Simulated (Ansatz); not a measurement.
Steps of a relaxation of BH$_{4}$PS, SMILES `PBS` with RKS PBE-D4/def2-SVP.

```sh
$ ansatz run in.yaml --threads 2 --pin off --events-out ev --progress --plain --max-ram 4352MiB
```

```yaml
crystal:
  periodic: [false, false, false]
  atoms:
    - {symbol: P, position_ang: [-0.795600, -0.003700, -1.169400]}
    - {symbol: B, position_ang: [0.311800, 0.248000, 0.344100]}
    - {symbol: S, position_ang: [2.062000, -0.352200, 0.248800]}
    - {symbol: H, position_ang: [-1.859700, -0.501500, -0.399800]}
    - {symbol: H, position_ang: [-1.325600, 1.402600, -1.138700]}
    - {symbol: H, position_ang: [-0.093200, 0.766900, 1.332600]}
    - {symbol: H, position_ang: [1.761500, -1.628200, 0.736700]}
basis:
  gaussian: {orbitals: def2-SVP}
hamiltonian: {xc: pbe, dispersion: d4}
relax: {f_tol: 0.03, max_steps: 200}
```

Positions (Å) and forces (eV/Å) along the path, 18 of 24 steps:

```xyz
7
step=1 energy=-20847.7477 eV
P    -0.796   -0.004   -1.169   -0.126    0.896   -1.711
B     0.312    0.248    0.344    0.441   -0.386    0.235
S     2.062   -0.352    0.249    0.348   -0.671    0.338
H    -1.860   -0.501   -0.400   -0.735   -0.120    0.608
H    -1.326    1.403   -1.139    0.200   -0.873    0.163
H    -0.093    0.767    1.333   -0.135    0.366    0.623
H     1.762   -1.628    0.737    0.008    0.788   -0.255
7
step=2 energy=-20847.8697 eV
P    -0.803   -0.011   -1.226   -0.310    0.224   -0.505
B     0.314    0.181    0.337    0.366    0.310    0.072
S     2.102   -0.338    0.271   -0.003   -0.327    0.151
H    -1.907   -0.424   -0.407   -0.217   -0.169    0.172
H    -1.332    1.353   -1.098    0.245   -0.254    0.029
H    -0.075    0.755    1.329   -0.130   -0.026    0.184
H     1.762   -1.584    0.748    0.048    0.242   -0.103
7
step=5 energy=-20847.9628 eV
P    -0.835   -0.068   -1.209    0.225   -0.446    0.294
B     0.327    0.185    0.378    0.202    0.539   -0.245
S     2.136   -0.274    0.400   -0.791   -0.728    0.483
H    -1.899   -0.469   -0.307   -0.156    0.191   -0.158
H    -1.199    1.337   -1.150   -0.027   -0.139    0.187
H    -0.130    0.808    1.324    0.119    0.040   -0.054
H     1.660   -1.586    0.519    0.428    0.543   -0.508
7
step=6 energy=-20848.0537 eV
P    -0.831   -0.116   -1.169    0.388   -0.402    0.375
B     0.325    0.192    0.426    0.316    0.674   -0.207
S     2.133   -0.252    0.508   -1.630   -1.699    0.209
H    -1.906   -0.482   -0.269   -0.188    0.266   -0.175
H    -1.140    1.311   -1.186   -0.072   -0.305    0.229
H    -0.153    0.884    1.317    0.247    0.016   -0.105
H     1.633   -1.605    0.328    0.939    1.450   -0.326
7
step=8 energy=-20848.7139 eV
P    -0.750   -0.218   -1.070    0.004    0.054    0.379
B     0.311    0.263    0.524   -0.017    0.061   -0.174
S     1.980   -0.387    0.721   -0.776   -0.896   -0.167
H    -1.942   -0.457   -0.291   -0.057   -0.025   -0.021
H    -1.120    1.177   -1.200    0.004   -0.088   -0.098
H    -0.115    1.088    1.319    0.319   -0.002   -0.119
H     1.697   -1.534   -0.049    0.523    0.895    0.200
7
step=9 energy=-20848.8879 eV
P    -0.768   -0.250   -1.014    0.000    0.000    0.031
B     0.298    0.261    0.547   -0.014   -0.018   -0.022
S     1.896   -0.483    0.830   -0.329   -0.309   -0.273
H    -1.989   -0.409   -0.260    0.000    0.006    0.032
H    -1.100    1.127   -1.299   -0.011   -0.018   -0.033
H    -0.069    1.111    1.336    0.157   -0.007   -0.003
H     1.793   -1.424   -0.186    0.197    0.346    0.268
7
step=10 energy=-20848.9121 eV
P    -0.797   -0.258   -1.011   -0.027    0.044   -0.019
B     0.283    0.245    0.538   -0.080    0.027   -0.059
S     1.836   -0.538    0.880    0.106   -0.032   -0.049
H    -2.012   -0.372   -0.234    0.049    0.004    0.001
H    -1.110    1.114   -1.339   -0.005   -0.026   -0.002
H    -0.029    1.107    1.332   -0.026    0.001    0.057
H     1.890   -1.365   -0.212   -0.017   -0.017    0.071
7
step=11 energy=-20848.9144 eV
P    -0.795   -0.243   -1.028    0.011    0.009    0.025
B     0.282    0.251    0.526    0.088   -0.023    0.020
S     1.847   -0.525    0.870   -0.086    0.019    0.001
H    -1.994   -0.387   -0.235    0.003   -0.004   -0.002
H    -1.132    1.129   -1.328   -0.013    0.000   -0.004
H    -0.030    1.103    1.334   -0.008   -0.003   -0.024
H     1.883   -1.396   -0.185    0.006    0.001   -0.017
7
step=14 energy=-20848.9417 eV
P    -0.685   -0.010   -1.157   -0.684    0.258    0.539
B     0.348    0.372    0.454    0.082   -0.179    0.054
S     1.718   -0.664    0.972   -0.222    0.157   -0.099
H    -1.676   -0.739   -0.326    0.465    0.282   -0.422
H    -1.493    1.224   -1.125    0.313   -0.523    0.000
H     0.118    1.297    1.210    0.070   -0.001   -0.084
H     1.730   -1.548   -0.074   -0.023    0.008    0.011
7
step=15 energy=-20848.9524 eV
P    -0.643    0.071   -1.187   -0.742    0.142    0.549
B     0.364    0.401    0.445    0.063   -0.018    0.010
S     1.678   -0.681    0.994   -0.101    0.055   -0.085
H    -1.588   -0.759   -0.443    0.407   -0.185   -0.230
H    -1.627    1.133   -1.007    0.427    0.023   -0.176
H     0.210    1.362    1.177   -0.014   -0.026   -0.093
H     1.668   -1.596   -0.024   -0.041    0.009    0.025
7
step=16 energy=-20849.0205 eV
P    -0.650    0.136   -1.167   -0.421    0.135    0.052
B     0.356    0.436    0.432    0.258   -0.029    0.181
S     1.629   -0.686    0.987    0.029    0.014    0.059
H    -1.444   -0.876   -0.515    0.078   -0.137   -0.139
H    -1.663    1.138   -0.922    0.127   -0.039   -0.099
H     0.256    1.420    1.136    0.000    0.034   -0.051
H     1.576   -1.636    0.003   -0.071    0.020   -0.004
7
step=17 energy=-20849.0636 eV
P    -0.660    0.207   -1.150   -0.205    0.007    0.106
B     0.396    0.479    0.427   -0.113   -0.040    0.109
S     1.593   -0.708    1.015    0.109    0.015   -0.028
H    -1.332   -0.972   -0.650    0.124    0.066   -0.134
H    -1.749    1.093   -0.820    0.086   -0.043   -0.028
H     0.337    1.494    1.094    0.064   -0.014   -0.085
H     1.476   -1.662    0.039   -0.064    0.011    0.060
7
step=18 energy=-20849.0635 eV rejected
P    -0.670    0.270   -1.123   -0.308   -0.502    0.410
B     0.367    0.474    0.477    0.276    0.407   -0.228
S     1.620   -0.687    1.003   -0.139   -0.216   -0.131
H    -1.243   -1.053   -0.805    0.201    0.648   -0.209
H    -1.814    1.062   -0.739    0.049   -0.176   -0.022
H     0.430    1.563    1.044   -0.116   -0.329   -0.049
H     1.372   -1.698    0.097    0.037    0.169    0.229
7
step=19 energy=-20849.0846 eV
P    -0.668    0.237   -1.136   -0.068   -0.073    0.132
B     0.391    0.480    0.442   -0.014    0.072   -0.002
S     1.613   -0.694    1.007   -0.010   -0.090   -0.082
H    -1.289   -1.003   -0.729    0.082    0.108   -0.110
H    -1.780    1.073   -0.777   -0.014   -0.028    0.015
H     0.374    1.522    1.074    0.025   -0.070   -0.074
H     1.419   -1.684    0.075   -0.001    0.080    0.121
7
step=20 energy=-20849.0998 eV
P    -0.679    0.275   -1.130   -0.089   -0.075    0.085
B     0.400    0.490    0.431    0.001    0.046    0.023
S     1.607   -0.692    1.015   -0.015   -0.069   -0.081
H    -1.243   -1.017   -0.817    0.081    0.111   -0.076
H    -1.818    1.040   -0.704    0.007   -0.031   -0.001
H     0.408    1.546    1.038    0.027   -0.071   -0.054
H     1.386   -1.711    0.121   -0.012    0.089    0.105
7
step=21 energy=-20849.1133 eV
P    -0.700    0.338   -1.123    0.018   -0.075    0.048
B     0.415    0.507    0.415   -0.025    0.032   -0.009
S     1.594   -0.692    1.017   -0.005    0.005   -0.020
H    -1.144   -1.016   -0.930    0.003    0.010   -0.052
H    -1.883    0.964   -0.607    0.018    0.008    0.022
H     0.469    1.575    0.992    0.016   -0.008    0.001
H     1.311   -1.745    0.190   -0.024    0.028    0.009
7
step=23 energy=-20849.1148 eV rejected
P    -0.699    0.347   -1.104    0.003   -0.013   -0.044
B     0.424    0.519    0.420   -0.029    0.003   -0.009
S     1.589   -0.697    1.017    0.003    0.027   -0.012
H    -1.102   -1.026   -0.979   -0.010    0.010    0.003
H    -1.899    0.928   -0.571    0.016   -0.006    0.018
H     0.495    1.598    0.973    0.015   -0.002    0.032
H     1.254   -1.738    0.199    0.003   -0.020    0.012
7
step=24 energy=-20849.1156 eV
P    -0.701    0.347   -1.113    0.005    0.005   -0.004
B     0.419    0.517    0.415    0.011   -0.007   -0.006
S     1.592   -0.690    1.014   -0.003    0.007    0.006
H    -1.114   -1.022   -0.980   -0.004   -0.008    0.000
H    -1.891    0.933   -0.567   -0.009    0.002    0.002
H     0.489    1.591    0.977    0.001    0.005    0.007
H     1.266   -1.744    0.208   -0.001   -0.004   -0.004
```

It took 100 s on 2 threads of an Intel Xeon on a shared host, with 0.15 GiB of host memory at the peak.
